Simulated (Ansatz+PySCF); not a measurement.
## triplet H2O2 in separate pieces: levels of theory in one basis

```xyz
4

O     0.0000    0.0000   -0.1085
H     0.0000    0.0000    0.8679
O    10.0000    0.0000   -0.1085
H    10.0000    0.0000    0.8679
```

Basis set: cc-pVDZ (spherical functions). Frozen core: 2 orbitals. Correlation on ROHF uses semicanonical orbitals with singles. Charge 0, multiplicity 3.

Computed with Ansatz (development build ahead of 0.2.0); each method stands on the lowest determinant of its kind that the runs found. NEVPT2 correlates all electrons. Active spaces start from the frontier orbitals, and the lowest solution found is given.

```csv
method,E − E(ROHF) (eV),<S²> of the determinant
ROHF,0.00,2.00
UHF,-0.21,2.01
ROHF-MP2,-8.33,–
UHF-MP2,-8.33,2.01
ROHF-CCSD,-9.13,–
UHF-CCSD,-9.13,2.01
ROHF-CCSD(T),-9.23,–
UHF-CCSD(T),-9.23,2.01
"CASSCF(4,4)",-0.64,–
"CASSCF(6,4)",0.00,–
"SC-NEVPT2(6,4)",-8.27,–
```

What does SC-NEVPT2(4,4) give on the same scale?

-8.54 eV. NEVPT2 here correlates all electrons, so it doesn't share the others' frozen core.

Is a single determinant a sound starting point here?

By this sign, yes. Unrestricted orbitals gain 0.21 eV and <S²> is 2.01 against 2.00 for a pure state. The CASSCF(4,4) natural occupations are 1.98, 1.00, 1.00, 0.02. The CASSCF(6,4) natural occupations are 2.00, 2.00, 1.00, 1.00.

Caution for CASSCF(4,4): other starts end on other solutions of this active space.
